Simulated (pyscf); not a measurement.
Optimised with ωB97X-D3(BJ)/def2-SVP in PySCF. MP2 and CC: frozen core, UHF for open shells. ΔMP2 is the change of the MP2 total energy from the triple- to the quadruple-zeta basis.

**Question.** What are the homolytic bond dissociation enthalpies (298 K) of H₂C=CH–Cl at CCSD(T)/def2-TZVPP + ΔMP2(QZVPP), weakest first?

**Answer.** C–Cl to •HC=CH₂ + Cl•: 4.10 eV; C–H to H₂C=C•–Cl + H•: 4.73 eV; C–H to •HC=CH–Cl + H•: 4.88 eV. Ring and multiple bonds, and those that leave no two simple radicals, are not listed. The radicals are drawn with the spin at the cut bond; how far it spreads was not checked. Other isomers of •HC=CH–Cl, •HC=CH₂, H₂C=C•–Cl were not searched in full and may lie lower. The CCSD(T) − MP2 part came from Ansatz, without density fitting, on the same reference. A UHF reference is spin-contaminated (<S²> up to 0.98), which harms MP2 most. Left out: the spin-orbit lowering of Cl.
